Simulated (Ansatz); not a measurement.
## Ansatz (development build ahead of 0.2.0) run

```yaml
crystal:
  periodic: [false, false, false]
  atoms:
    - { symbol: C, position_ang: [0.0, -0.03202, -0.70083] }
    - { symbol: O, position_ang: [0.0, -0.07088, 0.80777] }
    - { symbol: H, position_ang: [0.0, -1.15415, -1.09184] }
    - { symbol: H, position_ang: [-0.9665, 0.50305, -1.16114] }
    - { symbol: H, position_ang: [0.9665, 0.50305, -1.16114] }
    - { symbol: H, position_ang: [0.0, 0.9072, 1.15695] }
basis:
  gaussian: { orbitals: cc-pVTZ }
hamiltonian:
  xc: hf
correlation:
  method: mp2
  frozen_orbitals: { C: 1, H: 0, O: 1 }
```

The input is written out in the form of the current development build from the run's settings.

Results

```yaml
Converged: yes
Reference_energy: -115.05218 hartree
Correlation_energy: -0.43732 hartree
Total_energy: -115.48951 hartree
Spin_squared_of_the_determinant: 0.000
```

Caution: no unrestricted run beside it, a lower state can exist.
